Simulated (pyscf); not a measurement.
A first-order saddle from PySCF, ωB97X-D3(BJ)/def2-SVP:

```
C
H 1 1.1014
H 1 1.1033 2 104.99
C 1 1.5317 2 112.62 3 121.51
H 4 1.1013 1 110.89 2 -58.11
H 4 1.1015 5 107.71 1 122.33
H 4 1.1024 5 107.31 6 115.32
Si 1 1.8705 2 107.00 3 -113.08
H 8 1.4788 1 124.33 2 -33.11
H 8 1.5072 9 104.71 1 120.76
H 8 1.7350 9 111.76 10 85.24
H 11 0.8954 8 81.98 9 78.27
Cl 12 1.7422 11 159.32 8 1.29
```
Charge 0, spin multiplicity 1.

Surface: singlet, charge 0. Lowest wavenumbers (cm⁻¹): 910i, 78, 148, 182, 227.

### Question
Name the species on either side of this saddle.

### Answer
H₃C–CH₂–SiH₃ + HCl <-> H₃C–CH₂–SiH₂–Cl + H₂, a four-centre exchange read from left to right: H–Si, Cl–H broken and Cl–Si, H–H formed. At ωB97M-D3(BJ)/def2-TZVP it lies +33.2 kcal/mol from the left side and +52.8 kcal/mol from the right (each side as separated species at their lowest minima found). H₃C–CH₂–SiH₃ lies 12.8 kcal/mol over its isomer H₃C–SiH₂–CH₃, and others may lie lower still (electronic energy, ωB97M-D3(BJ)). One saddle was located; it need not be the lowest between these sides.
